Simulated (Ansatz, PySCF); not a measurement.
Species: C3H5, charge -1, multiplicity 1. It need not be the lowest isomer of its formula. Whether it binds its extra electron was not tested at this geometry. 
Structure (B3LYP-D3(BJ)/def2-TZVP (Ansatz, a quantum-chemistry and plane-wave program) minimum search):
```xyz
8

C      1.3776     0.0184     0.0113
C      0.1027     0.4466    -0.0023
H      2.0569     0.9028     0.0108
H     -0.2163     1.5110    -0.0123
C     -1.0878    -0.4938    -0.0056
H     -0.7212    -1.5250     0.0046
H     -1.7446    -0.3520     0.8688
H     -1.7299    -0.3642    -0.8927
```
Charge -1, spin multiplicity 1.

Total electronic energies in hartree. Valence correlation only, unless marked. Spin-orbit coupling is left out. No relativistic terms. CBS marks a two-point X^-3 extrapolation of the correlation energy; Hartree-Fock from the larger set. The bracket is a focal-point correction in the basis named.

```tsv
level	program	energy (Eh)
HF/aug-cc-pVTZ	Ansatz	-116.44320
RI-HF/aug-cc-pVQZ	Ansatz	-116.44984
BLYP/def2-TZVPD	Ansatz	-117.22663
revPBE-D3(BJ)/def2-TZVPD	Ansatz + dftd3	-117.26395
B3LYP-D4/def2-TZVPD	Ansatz + dftd4	-117.30285
PBE0-D3(BJ)/def2-TZVP	Ansatz + dftd3	-117.13064
PW6B95/def2-TZVPD	PySCF	-117.43407
SCS-MP2/STO-3G	Ansatz	-114.98675
RI-MP2/CBS(aug-cc-pVTZ,aug-cc-pVQZ)+[CCSD(T)-MP2]/aug-cc-pVTZ	Ansatz	-117.0829
```

Totals of different functionals don't rank their quality; only differences between species are comparable.
